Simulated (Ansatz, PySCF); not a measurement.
Reaction (SMILES): [CH]=O → [CH-]=O (an electron is taken up)
Geometries: B3LYP-D3(BJ)/def2-TZVP minima from Ansatz (a first-principles code).

Wanted: adiabatic electron affinity (0 K, with B3LYP-D3(BJ) harmonic zero-point energies from PySCF), positive where the reaction releases energy, in eV. Cores are frozen in the correlated levels unless marked. UHF or UKS for open shells. Spin-orbit coupling is left out. No relativistic terms. Anions need diffuse functions: aug- sets have them; def2-D sets add few; the other sets have none. CBS(X,Y): correlation extrapolated as X^-3; Hartree-Fock from the larger set.

| level | program | adiabatic electron affinity (eV) |
|---|---|---|
| BP86-D4/def2-TZVPD | PySCF + dftd4 | 0.40 |
| MP2/def2-TZVPP | Ansatz | -0.10 |
| MP2/CBS(def2-TZVPPD,def2-QZVPPD) | Ansatz | 0.20 |

Task: Estimate the value at CCSD(T)/CBS(aug-cc-pVTZ,aug-cc-pVQZ) as computed with Ansatz.

Result: 0.33 eV, so MP2/CBS(def2-TZVPPD,def2-QZVPPD) differs from it by -0.13 eV.
